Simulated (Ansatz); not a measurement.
Ansatz (a quantum-chemistry and plane-wave program) input (PBE/def2-SV(P)): A basis named .json is the Basis Set Exchange file of that set (core-valence sets with the plain set on hydrogen).

Ansatz 0.2 input:
```yaml
crystal:
  periodic: [false, false, false]
  atoms:
    - {symbol: C, position_ang: [-0.01423719, -0.06952151, -1.23419539]}
    - {symbol: Si, position_ang: [0.00834037, 0.17010305, 0.73186645]}
    - {symbol: H, position_ang: [-0.01728263, -1.11287275, -1.56859470]}
    - {symbol: H, position_ang: [-0.89893486, 0.41944684, -1.65979309]}
    - {symbol: H, position_ang: [0.85959133, 0.42084071, -1.68015728]}
    - {symbol: H, position_ang: [-1.11421076, -0.84675739, 1.04684283]}
    - {symbol: H, position_ang: [1.13949487, -0.84497103, 1.02074434]}
basis:
  gaussian:
    orbitals: def2-SV_P_.json
hamiltonian:
  xc: {name: PBE}
total_charge: -1
magnetization: {spin_polarized: false}
```

Output:

```
Functional definition: PBE
integrals: 0.01 GiB planned
470 factors; integrals over basis functions are off by at most 8.9e-4 eV
mean field: 0.08 GiB planned
mean field evaluation 1: about -8984.2266 eV, gradient 2.5e1 eV
mean field evaluation 2: about -8982.5992 eV, gradient 3.5e1 eV
mean field evaluation 4: about -8986.0109 eV, gradient 1.0e0 eV
mean field evaluation 8: about -8986.0133 eV, gradient 1.2e-2 eV
mean field -8986.01329244 eV, -330.2298975587 hartree, gradient 5.0e-5 eV, S^2 0.000000; 0 other end points of the search recorded, 0 dependent functions left out
reference -8986.01332134 eV, -330.2298986208 hartree; 13, 13 occupied and 29, 29 virtual orbitals, 470 factors
Total energy: -8986.01332134 eV, -330.2298986208 hartree
```
